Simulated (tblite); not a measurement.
Species: C3H6NS (doublet state).
Bonds: C1–C2, C2–C3, C3–N4, C3–S5 (double). Hydrogens: H6, H7, H8 on C1; H9, H10 on C2; H11 on N4.
Bond orders are those of one Lewis drawing.

Computed with GFN2-xTB (tblite), gas phase: L-BFGS steps from a force-field or distance-geometry start until the largest atomic force falls under 0.01 eV/Å.

Step 66: E = -424.2380 eV
```
atom  x, y, z in Å  |  force x, y, z in eV/Å
C1     -1.3299    0.2418    0.2600   -0.011  -0.002   0.018
C2     -0.2814   -0.1530   -0.7812    0.071  -0.009   0.014
C3      1.0707   -0.2371   -0.1500    0.080  -0.083   0.005
N4      1.7342    0.7925    0.1554   -0.092  -0.043  -0.047
S5      1.7285   -1.8142    0.1821   -0.035   0.090   0.016
H6     -2.3111    0.2700   -0.2042   -0.034   0.057  -0.016
H7     -1.0954    1.2217    0.6690   -0.022  -0.020  -0.020
H8     -1.3655   -0.4733    1.0790    0.067  -0.039  -0.027
H9     -0.2504    0.6030   -1.5677    0.000   0.032   0.015
H10    -0.5308   -1.1171   -1.2284   -0.025   0.018   0.038
H11     2.6364    0.6682    0.6001    0.001  -0.001   0.005
```

Step 67: E = -424.2391 eV
```
atom  x, y, z in Å  |  force x, y, z in eV/Å
C1     -1.3308    0.2315    0.2596   -0.005   0.015   0.049
C2     -0.2801   -0.1469   -0.7856    0.090  -0.003   0.025
C3      1.0704   -0.2306   -0.1498    0.088  -0.130   0.027
N4      1.7489    0.7962    0.1310   -0.133  -0.076  -0.073
S5      1.6992   -1.8125    0.2308   -0.047   0.140   0.001
H6     -2.3129    0.2678   -0.2022   -0.026   0.049  -0.023
H7     -1.0944    1.2050    0.6821   -0.030   0.004  -0.026
H8     -1.3668   -0.4902    1.0730    0.070  -0.064  -0.047
H9     -0.2502    0.6198   -1.5609   -0.004   0.039   0.002
H10    -0.5250   -1.1064   -1.2463   -0.014   0.027   0.054
H11     2.6470    0.6688    0.5824    0.011  -0.002   0.011
```

Problem. Estimate the geometry and energy of step 68. (The exact step hangs on the optimiser's Hessian estimate; all steps are aligned on step 67, rigid shifts and turns removed.)

Solution. E = -424.2411 eV, largest force 0.179 eV/Å
```
atom  x, y, z in Å  |  force x, y, z in eV/Å
C1     -1.3309    0.2202    0.2587   -0.010   0.043   0.078
C2     -0.2785   -0.1431   -0.7904    0.076   0.015   0.029
C3      1.0705   -0.2262   -0.1503    0.051  -0.160   0.042
N4      1.7601    0.7995    0.1058   -0.132  -0.085  -0.087
S5      1.6714   -1.8063    0.2835   -0.043   0.150  -0.012
H6     -2.3148    0.2756   -0.2006    0.028   0.017  -0.011
H7     -1.0865    1.1840    0.6987   -0.039   0.026  -0.026
H8     -1.3688   -0.5122    1.0628    0.051  -0.074  -0.076
H9     -0.2498    0.6349   -1.5538   -0.003   0.043  -0.015
H10    -0.5222   -1.0966   -1.2642    0.009   0.026   0.064
H11     2.6549    0.6727    0.5639    0.012  -0.001   0.014
```

The energy changes by -0.0020 eV. The first-order estimate −F·Δx gives -0.0027 eV and the mean of the old and new forces, exact on a quadratic surface, -0.0020 eV. The step makes an angle of 85° with the force vector and moves no atom by more than 0.060 Å.

What follows is the cost of the whole relaxation. The run took 1.1 s of wall time on an Intel Xeon Platinum 8259CL at 2.50 GHz with one thread, no GPU, on a shared host.
